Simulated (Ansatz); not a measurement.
Input file:

```yaml
crystal:
  periodic: [false, false, false]
  atoms:
    - {symbol: F, position_ang: [0.000000, -1.068183, 1.360686]}
    - {symbol: Ge, position_ang: [0.000000, 0.397053, 0.388067]}
    - {symbol: Si, position_ang: [0.000000, -0.304362, -1.924126]}
basis:
  gaussian: {orbitals: cc-pVDZ}
magnetization: {spin_polarized: true, initial_magnetization: 1}
hamiltonian: {xc: {name: PBE}}
correlation: {method: rpa, electrons: outside_noble_gas}
```

```sh
$ ansatz run in.yaml --threads 1 --pin off --events-out ev --progress --plain --max-ram 2393MiB
```

Output:

```
645 factors; integrals over basis functions are off by at most 6.8e-4 eV
mean field evaluation 1: about -67092.7382 eV, gradient 2.4e1 eV
mean field evaluation 2: about -67092.7335 eV, gradient 2.4e1 eV
mean field evaluation 4: about -67094.5618 eV, gradient 8.7e0 eV
mean field evaluation 8: about -67094.8760 eV, gradient 1.9e0 eV
mean field evaluation 16: about -67094.9828 eV, gradient 1.6e-1 eV
mean field evaluation 32: about -67094.9862 eV, gradient 1.7e-1 eV
mean field evaluation 64: about -67094.9432 eV, gradient 1.5e-5 eV
mean field evaluation 96: about -67094.7311 eV, gradient 3.7e-6 eV
mean field evaluation 128: about -67094.9429 eV, gradient 2.6e-2 eV
mean field evaluation 160: about -67093.2692 eV, gradient 7.6e0 eV
mean field evaluation 192: about -67094.6952 eV, gradient 1.7e0 eV
mean field evaluation 224: about -67094.9429 eV, gradient 2.1e-2 eV
mean field evaluation 256: about -67051.9234 eV, gradient 5.3e1 eV
mean field evaluation 288: about -67094.9427 eV, gradient 2.6e-2 eV
mean field -67094.98366999 eV, -2465.6951712588 hartree, gradient 1.9e-6 eV, S^2 1.418200; 18 other end points of the search recorded, 0 dependent functions left out
20 core orbitals not correlated: weight in the atoms' cores, before any rotation towards them, 0.903 or more for the frozen orbitals, at most 0.101 for the correlated occupied ones
reference -67038.39624410 eV, -2463.6156217137 hartree; 8, 7 occupied and 31, 32 virtual orbitals, 645 factors
Total energy: -67052.90686922 eV, -2464.1488773510 hartree
```

Ran on 1 thread of Arm Neoverse V2, shared host: 35 s wall, 0.26 GiB peak host memory.
